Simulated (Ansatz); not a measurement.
## One element changed: atomization energies of NH, PH, AsH

Ansatz 0.2.0, basis aug-cc-pVDZ; geometries are PBE0/def2-TZVP minima. Wave-function levels freeze the cores with the filled d shells of p-block atoms; HF, MP2 and coupled cluster are restricted for singlets and unrestricted otherwise, atoms included (their steps beyond CCSDT(Q) come from restricted open-shell runs), restricted open-shell where a d shell is frozen. NEVPT2 and MRCISD+Q stand on CASSCF in the full valence space, and MRCISD+Q is size-consistent only roughly. The reference is full CI, exact within the basis. An error is the level's value less the reference. None of these values is a measured one. Energies are electronic, without zero-point terms. No spin–orbit coupling and no scalar relativity. The set is small: it underbinds, by tens of kJ/mol for each bond, so near ties and functionals' places can change in larger sets. The species are chosen: bound, without strong static correlation by their natural occupations or amplitudes, in their lowest spin state as far as vertical gaps and like structures tell, without the heavier p-block dimers whose ³Σ⁻ and ³Π states nearly coincide, and with a ladder that closes on the reference, so errors are smaller than for species at large; levels whose determinant breaks symmetry or spin markedly are left out.

```csv
species,bonds (Å),quantity,symmetry of the states,reference,value (kcal/mol),error CCSD,error CCSD(T),error CCSDT(Q),error NEVPT2,error MRCISD+Q
"NH, triplet",N–H 1.040,atomization,Σ⁻ or Δ,full CI,75.1,-0.9,-0.2,0.0,-1.6,-0.6
"PH, triplet",P–H 1.428,atomization,Σ⁻ or Δ,full CI,65.8,-0.8,-0.1,0.0,-3.1,-0.7
```

One member is withheld: AsH, triplet (As–H 1.531), where CCSD gives 59.9 kcal/mol for the atomization. Estimate from the other members what full CI gives.

The errors of CCSD for the others average -0.9 kcal/mol; taking that off gives 60.8, which misses by 0.0, against 0.9 without the correction. The computed value at full CI is 60.8 kcal/mol. Errors against it: CCSD -0.9, CCSD(T) -0.2, CCSDT(Q) 0.0, NEVPT2 -3.2, MRCISD+Q -0.5.

The reference falls from N to As, by 14.3 kcal/mol in all.
